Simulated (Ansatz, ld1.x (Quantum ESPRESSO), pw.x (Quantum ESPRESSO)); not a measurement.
Equation-of-state test of one PAW potential (fluorine (F))

| Property | Result |
| --- | --- |
| Element | fluorine (F) |
| Generator | ld1.x (Quantum ESPRESSO) 7.5 |
| Type | PAW |
| Functional | LDA (PW92) |
| Relativity | scalar-relativistic |
| Frozen core | [He] |
| Valence charge | 7 |
| Reference configuration | 2s2 2p5 |
| Partial waves | 2s (bound): rcut 0.50, rcutus 0.55 bohr; 2s channel at -1.6 Ry: rcut 0.50, rcutus 0.55 bohr; 2p (bound): rcut 0.90, rcutus 1.20 bohr; 2p channel at -0.45 Ry: rcut 0.90, rcutus 1.20 bohr; 3d channel at 0.05 Ry: rcut 0.70, rcutus 0.95 bohr |
| Local potential | all-electron potential smoothed inside 1.10 bohr (lloc = -2) |
| Core correction | none |
| Augmentation charge | PSQ, radius 0.35 bohr |

Atomic tests: largest excitation error: -54 meV (all-electron minus pseudo) for 2s2 2p1, out of 7 test configurations; lowest eigenvalue of the overlap operator: -0.58 (s channel); it is negative, so in a basis up to 400 Ry S is not positive definite; density cutoff estimated by the generator: 3012 Ry.

Crystal test: fcc F in pw.x 7.5, no spin, 17³ k-points, Fermi–Dirac smearing 0.01 Ry, cutoffs 110/900 Ry. The lattice is a test structure that the element need not adopt, and mesh and smearing are coarse.

pw.x input:

```
&control
  calculation='scf', prefix='x', pseudo_dir='./', outdir='./tmp', tstress=.true., disk_io='none'
/
&system
  ibrav=0, nat=1, ntyp=1, ecutwfc=110, ecutrho=900, nbnd=11,
  occupations='smearing', smearing='fd', degauss=0.01
/
&electrons
  conv_thr=1e-09, mixing_beta=0.4, electron_maxstep=70
/
ATOMIC_SPECIES
F 1.0 F.UPF
CELL_PARAMETERS angstrom
  0.00000000 1.62088505 1.62088505
  1.62088505 0.00000000 1.62088505
  1.62088505 1.62088505 0.00000000
ATOMIC_POSITIONS crystal
F 0.0000 0.0000 0.0000
K_POINTS automatic
17 17 17 0 0 0
```

```bash
pw.x < F.scf.in > F.scf.out
```

Question: How does the run end?

Answer: Failed (cdiaghg: S matrix not positive definite). The atomic test gives a lowest overlap eigenvalue of -0.58 in the s channel. The ghost test of this file was not conclusive. Its overlap operator is not positive definite. The log shows:

```
Message from routine setup:
     using ibrav=0 with symmetry is DISCOURAGED, use correct ibrav instead
     lattice parameter (alat)  =       4.3318  a.u.
     unit-cell volume          =      57.4756 (a.u.)^3
     number of electrons       =         7.00
     number of Kohn-Sham states=           11
     kinetic-energy cutoff     =     110.0000  Ry
     charge density cutoff     =     900.0000  Ry
     scf convergence threshold =      1.0E-09
     Exchange-correlation= SLA  PW   NOGX NOGC
     number of k points=   165  Fermi-Dirac smearing, width (Ry)=  0.0100
     iteration #  1     ecut=   110.00 Ry     beta= 0.40
     Error in routine cdiaghg (43):
     S matrix not positive definite
```
